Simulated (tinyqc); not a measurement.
Inside a calculation. Method: UHF in the sto-3g basis, for BH, spin multiplicity 3. One step of it, computed by the program tinyqc.

Problem. Iteration 3: building the Fock matrix. J_ij = sum D_kl (ij|kl) with D = D(alpha) + D(beta), K_ij = sum D_kl (ik|jl) for each spin; F = H + J - K(s); E = tr D H + tr D J / 2 - 0.5 sum_s tr D(s) K(s) + E_nn.

D(alpha) after iteration 2:
```
            1B 1s      1B 2s    1B 2px    1B 2py     1B 2pz      2H 1s
1B 1s    1.165899  -0.287131  0.000000  0.000000   0.057937  -0.024523
1B 2s   -0.287131   1.092533  0.000000  0.000000  -0.255103  -0.019529
1B 2px   0.000000   0.000000  0.542417  0.357266   0.000000   0.000000
1B 2py   0.000000   0.000000  0.357266  0.314507   0.000000   0.000000
1B 2pz   0.057937  -0.255103  0.000000  0.000000   0.285268   0.260647
2H 1s   -0.024523  -0.019529  0.000000  0.000000   0.260647   0.522609
```

D(beta) after iteration 2:
```
            1B 1s      1B 2s    1B 2px    1B 2py     1B 2pz      2H 1s
1B 1s    0.954323  -0.123501  0.000000  0.000000  -0.024175  -0.093175
1B 2s   -0.123501   0.466400  0.000000  0.000000   0.078100   0.241610
1B 2px   0.000000   0.000000  0.026731  0.000000   0.000000   0.000000
1B 2py   0.000000   0.000000  0.000000  0.026731   0.000000   0.000000
1B 2pz  -0.024175   0.078100  0.000000  0.000000   0.049092   0.070718
2H 1s   -0.093175   0.241610  0.000000  0.000000   0.070718   0.258799
```

core Hamiltonian H = T + V (hartree):
```
             1B 1s      1B 2s     1B 2px     1B 2py     1B 2pz      2H 1s
1B 1s   -12.762803  -3.306296   0.000000   0.000000  -0.018335  -0.812619
1B 2s    -3.306296  -3.838987   0.000000   0.000000  -0.160155  -1.699676
1B 2px    0.000000   0.000000  -3.004107   0.000000   0.000000   0.000000
1B 2py    0.000000   0.000000   0.000000  -3.004107   0.000000   0.000000
1B 2pz   -0.018335  -0.160155   0.000000   0.000000  -3.124049  -1.543636
2H 1s    -0.812619  -1.699676   0.000000   0.000000  -1.543636  -2.644125
```

Two-electron integrals (ij|kl) in chemists' order, unique and non-zero (hartree):
```
(11|11) 2.923513   (21|11) 0.518376   (21|21) 0.109262   (22|11) 0.744229
(22|21) 0.193177   (22|22) 0.544804   (31|31) 0.020264   (32|31) 0.029996
(32|32) 0.120346   (33|11) 0.742491   (33|21) 0.193240   (33|22) 0.544682
(33|33) 0.586773   (41|41) 0.020264   (42|41) 0.029996   (42|42) 0.120346
(43|43) 0.031630   (44|11) 0.742491   (44|21) 0.193240   (44|22) 0.544682
(44|33) 0.523513   (44|44) 0.586773   (51|51) 0.020264   (52|51) 0.029996
(52|52) 0.120346   (53|53) 0.031630   (54|54) 0.031630   (55|11) 0.742491
(55|21) 0.193240   (55|22) 0.544682   (55|33) 0.523513   (55|44) 0.523513
(55|55) 0.586773   (61|11) 0.125449   (61|21) 0.026342   (61|22) 0.046690
(61|33) 0.046460   (61|44) 0.046460   (61|51) 0.001934   (61|52) 0.003539
(61|55) 0.047178   (61|61) 0.006556   (62|11) 0.282465   (62|21) 0.074345
(62|22) 0.228240   (62|33) 0.221917   (62|44) 0.221917   (62|51) 0.008205
(62|52) 0.048414   (62|55) 0.240680   (62|61) 0.019114   (62|62) 0.128036
(63|31) 0.007717   (63|32) 0.035319   (63|53) 0.009232   (63|63) 0.014769
(64|41) 0.007717   (64|42) 0.035319   (64|54) 0.009232   (64|64) 0.014769
(65|11) 0.256985   (65|21) 0.068574   (65|22) 0.222199   (65|33) 0.210338
(65|44) 0.210338   (65|51) 0.014312   (65|52) 0.078703   (65|55) 0.245691
(65|61) 0.018563   (65|62) 0.146270   (65|65) 0.178470   (66|11) 0.434852
(66|21) 0.116625   (66|22) 0.403259   (66|33) 0.379056   (66|44) 0.379056
(66|51) 0.016346   (66|52) 0.125610   (66|55) 0.451251   (66|61) 0.030665
(66|62) 0.282980   (66|65) 0.352527   (66|66) 0.774606
```

nuclear repulsion = 2.20858602 hartree

Give: Coulomb J; exchange K(alpha); exchange K(beta); F(alpha); F(beta); total energy of this density.

Solution.

Coulomb J (hartree):
```
         1B 1s   1B 2s  1B 2px  1B 2py  1B 2pz   2H 1s
1B 1s   8.4632  1.7144  0.0000  0.0000  0.0162  0.4173
1B 2s   1.7144  3.4993  0.0000  0.0000  0.1304  1.5300
1B 2px  0.0000  0.0000  3.4755  0.0226  0.0000  0.0000
1B 2py  0.0000  0.0000  0.0226  3.4611  0.0000  0.0000
1B 2pz  0.0162  0.1304  0.0000  0.0000  3.5487  1.5360
2H 1s   0.4173  1.5300  0.0000  0.0000  1.5360  2.8648
```

exchange K(alpha) (hartree):
```
         1B 1s    1B 2s  1B 2px  1B 2py   1B 2pz   2H 1s
1B 1s   3.2506   0.6077  0.0000  0.0000   0.0052  0.1566
1B 2s   0.6077   0.8287  0.0000  0.0000  -0.0042  0.4382
1B 2px  0.0000   0.0000  0.4859  0.1983   0.0000  0.0000
1B 2py  0.0000   0.0000  0.1983  0.3594   0.0000  0.0000
1B 2pz  0.0052  -0.0042  0.0000  0.0000   0.5499  0.3941
2H 1s   0.1566   0.4382  0.0000  0.0000   0.3941  0.7037
```

exchange K(beta) (hartree):
```
         1B 1s   1B 2s  1B 2px  1B 2py  1B 2pz   2H 1s
1B 1s   2.7063  0.4887  0.0000  0.0000  0.0014  0.1192
1B 2s   0.4887  0.4594  0.0000  0.0000  0.1652  0.3500
1B 2px  0.0000  0.0000  0.1069  0.0000  0.0000  0.0000
1B 2py  0.0000  0.0000  0.0000  0.1069  0.0000  0.0000
1B 2pz  0.0014  0.1652  0.0000  0.0000  0.2149  0.2572
2H 1s   0.1192  0.3500  0.0000  0.0000  0.2572  0.4741
```

F(alpha) (hartree):
```
          1B 1s    1B 2s   1B 2px   1B 2py   1B 2pz    2H 1s
1B 1s   -7.5502  -2.1996   0.0000   0.0000  -0.0074  -0.5519
1B 2s   -2.1996  -1.1684   0.0000   0.0000  -0.0256  -0.6079
1B 2px   0.0000   0.0000  -0.0145  -0.1757   0.0000   0.0000
1B 2py   0.0000   0.0000  -0.1757   0.0976   0.0000   0.0000
1B 2pz  -0.0074  -0.0256   0.0000   0.0000  -0.1253  -0.4017
2H 1s   -0.5519  -0.6079   0.0000   0.0000  -0.4017  -0.4830
```

F(beta) (hartree):
```
          1B 1s    1B 2s  1B 2px  1B 2py   1B 2pz    2H 1s
1B 1s   -7.0059  -2.0806  0.0000  0.0000  -0.0036  -0.5145
1B 2s   -2.0806  -0.7991  0.0000  0.0000  -0.1950  -0.5196
1B 2px   0.0000   0.0000  0.3645  0.0226   0.0000   0.0000
1B 2py   0.0000   0.0000  0.0226  0.3501   0.0000   0.0000
1B 2pz  -0.0036  -0.1950  0.0000  0.0000   0.2098  -0.2648
2H 1s   -0.5145  -0.5196  0.0000  0.0000  -0.2648  -0.2534
```

total energy of this density = -24.723027 hartree

This density is a damped mixture and is not idempotent, and it still holds part of the atomic start, so its energy may lie below the converged one.
